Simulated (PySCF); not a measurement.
AlF3.

```xyz
4

Al     0.0000     0.0000     0.0000
F     -1.6366     0.0000     0.0000
F      0.8183     1.4173     0.0000
F      0.8183    -1.4173     0.0000
```
Charge 0, spin multiplicity 1.

Geometry: TPSSh-D3(BJ)/def2-TZVP. The isomer is the one that the SMILES or the coordinates give; other isomers of the formula were not compared.

Method: KT2/pcSseg-2 in PySCF. Non-relativistic, no solvent.

Computed absolute GIAO shielding of each atom: isotropic value and principal components (ppm):
| atom | σ(iso) | σ11 | σ22 | σ33 | span |
|---|---|---|---|---|---|
| Al1 | 501.5 | 422.9 | 540.8 | 540.8 | 117.9 |
| F2 | 377.2 | 333.2 | 342.2 | 456.3 | 123.1 |
| F3 | 377.2 | 333.2 | 342.2 | 456.3 | 123.1 |
| F4 | 377.2 | 333.2 | 342.2 | 456.3 | 123.1 |
